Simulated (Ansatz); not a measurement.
Relaxation of CHN (3 atoms, charge 0, multiplicity 1), to a largest force component of 0.02 eV/Å in at most 50 steps.

Theory: Ansatz 0.2.0, UHF/6-31G.

```xyz
3
Properties=species:S:1:pos:R:3:forces:R:3
C -0.006 -0.025 -0.006 -0.88 -3.70 -0.89
N 0.250 1.053 0.253 1.53 6.45 1.55
H 0.483 2.038 0.489 -0.65 -2.75 -0.66
```

Where does it end, and by what steps?

The run converged. Limits of this set-up: no polarisation functions. After 3 steps the energy has fallen by 0.145 eV; H3 moved furthest, 0.03 Å.

| step | energy less start (eV) | largest force component (eV/Å) | accepted |
| --- | --- | --- | --- |
| 0 | 0.0000 | 6.453 | yes |
| 1 | -0.1428 | 0.540 | yes |
| 2 | -0.1453 | 0.077 | yes |
| 3 | -0.1453 | 0.002 | yes |

```xyz
3
Properties=species:S:1:pos:R:3
C -0.005 -0.024 -0.005
N 0.257 1.081 0.260
H 0.477 2.009 0.482
```

Whether the end is a true minimum wasn't checked by a vibrational analysis.

The run took 2.1 s on 1 thread of Intel(R) Xeon(R) Processor @ 2.50GHz (Skylake/Cascade Lake), with other jobs on the host, peak memory 0.097 GiB.
